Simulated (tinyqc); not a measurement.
Inside a calculation. Method: CCD on RHF in the sto-3g basis, frozen core, for H2F+, spin multiplicity 1. One step of it, computed by the program tinyqc.

Problem. CCD: starting amplitudes. t_ij^ab = <ij||ab> / (e_i + e_j - e_a - e_b), whose energy is MP2.

orbital energies (hartree): MO1 -26.587318, MO2 -2.014333, MO3 -1.158338, MO4 -1.034952, MO5 -1.014193, MO6 -0.053504, MO7 0.125899

Two-electron integrals over orbitals (pq|rs), unique and non-zero (hartree); the lowest 1 orbital is frozen and left out:
```
p,q,r,s,(pq|rs)
2,2,2,2,0.856715
3,2,3,2,0.155898
3,3,2,2,0.748509
3,3,3,3,0.722342
4,2,2,2,-0.000550
4,2,3,3,-0.004975
4,2,4,2,0.163534
4,3,3,2,0.007918
4,3,4,3,0.046885
4,4,2,2,0.823239
4,4,3,3,0.708610
4,4,4,2,-0.086164
4,4,4,4,0.900587
5,2,5,2,0.182365
5,3,5,3,0.037432
5,4,5,2,-0.031220
5,4,5,4,0.053827
5,5,2,2,0.880966
5,5,3,3,0.737998
5,5,4,2,-0.047558
5,5,4,4,0.840688
5,5,5,5,0.997514
6,2,2,2,-0.141161
6,2,3,3,-0.085392
6,2,4,2,-0.040825
6,2,4,4,-0.107058
6,2,5,5,-0.148732
6,2,6,2,0.072513
6,3,3,2,0.029174
6,3,4,3,0.018634
6,3,6,3,0.073011
6,4,2,2,-0.136201
6,4,3,3,-0.078600
6,4,4,2,0.000351
6,4,4,4,-0.144032
6,4,5,5,-0.139890
6,4,6,2,0.059446
6,4,6,4,0.068352
6,5,5,2,-0.053151
6,5,5,4,-0.007499
6,5,6,5,0.025321
6,6,2,2,0.555793
6,6,3,3,0.544132
6,6,4,2,0.064579
6,6,4,4,0.525380
6,6,5,5,0.533798
6,6,6,2,-0.046044
6,6,6,4,-0.024633
6,6,6,6,0.534794
7,2,3,2,0.067706
7,2,4,3,-0.020696
7,2,6,3,-0.026127
7,2,7,2,0.057653
7,3,2,2,0.213799
7,3,3,3,0.163080
7,3,4,2,-0.053073
7,3,4,4,0.208448
7,3,5,5,0.235343
7,3,6,2,-0.071875
7,3,6,4,-0.081372
7,3,6,6,0.016426
7,3,7,3,0.162544
7,4,3,2,-0.052050
7,4,4,3,0.009918
7,4,6,3,-0.041562
7,4,7,2,-0.011540
7,4,7,4,0.045794
7,5,5,3,0.025817
7,5,7,5,0.020465
7,6,3,2,-0.095825
7,6,4,3,-0.046416
7,6,6,3,-0.089694
7,6,7,2,0.003592
7,6,7,4,0.057345
7,6,7,6,0.164199
7,7,2,2,0.612155
7,7,3,3,0.611030
7,7,4,2,0.004654
7,7,4,4,0.592253
7,7,5,5,0.601876
7,7,6,2,-0.045672
7,7,6,4,-0.031768
7,7,6,6,0.530793
7,7,7,3,0.076494
7,7,7,7,0.574042
```

Give: Starting amplitudes; correlation energy.

Solution.

Starting amplitudes (spin orbitals 1a, 1b, ...; amplitudes related by a flip of all spins are not repeated):
```
from,to,t
3a 3b,7a 7b,-0.063
3a 4b,6b 7a,-0.036
4a 4b,6a 6b,-0.035
3a 3b,6a 6b,-0.033
2a 3b,6a 7b,0.022
2a 4b,6a 6b,-0.020
4a 4b,7a 7b,-0.020
2a 2b,6a 6b,-0.018
3a 4b,6a 7b,0.018
3a 4a,6a 7a,-0.018
2a 3a,6a 7a,0.014
2a 2b,7a 7b,-0.013
5a 5b,6a 6b,-0.013
5a 5b,7a 7b,-0.009
2a 3b,6b 7a,-0.008
2a 4b,7a 7b,3.50e-03
```

correlation energy = -0.03476 hartree
